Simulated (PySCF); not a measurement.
methyl amine, CH5N, SMILES CN, point group Cs.

Force field and properties: PBE/6-311G** (PySCF, grid level 1). Vibrational terms come from second-order perturbation theory with semi-diagonal cubic constants, by steps of ±0.6 along the normal coordinates of each isotopologue. The parent has the commonest isotopes.

Equilibrium geometry (Å):

```csv
atom,x,y,z
C1,-0.5627,0.0709,-0.0401
N2,0.8695,-0.0943,-0.3225
H3,-1.1244,-0.7396,-0.5302
H4,-0.8522,0.0787,1.0321
H5,-0.9138,1.0144,-0.4861
H6,1.2016,-0.9642,0.1018
H7,1.3955,0.6537,0.1367
```

An isotope shift is δ(isotopologue) − δ(parent), that is, the negative of the change in the averaged GIAO shielding; n counts bonds from the nearest label (0: the labelled atom itself). These are computed values; those of heavy atoms are rounded to 5 ppb, about the numerical noise. One-bond deuterium shifts of ¹³C at such levels come out too large, by a quarter to a half.

(1) What isotope shifts arise with ²H at 3?

Internal rotors are held in one well.

## Answers

(1) 
```csv
nucleus,n,0 K (ppb),100 K (ppb)
H3,0,-126,-125
C1,1,-360,-360
N2,2,-140,-145
H4,2,-20,-20
H5,2,-20,-20
H6,3,-11,-11
H7,3,-8,-9
```
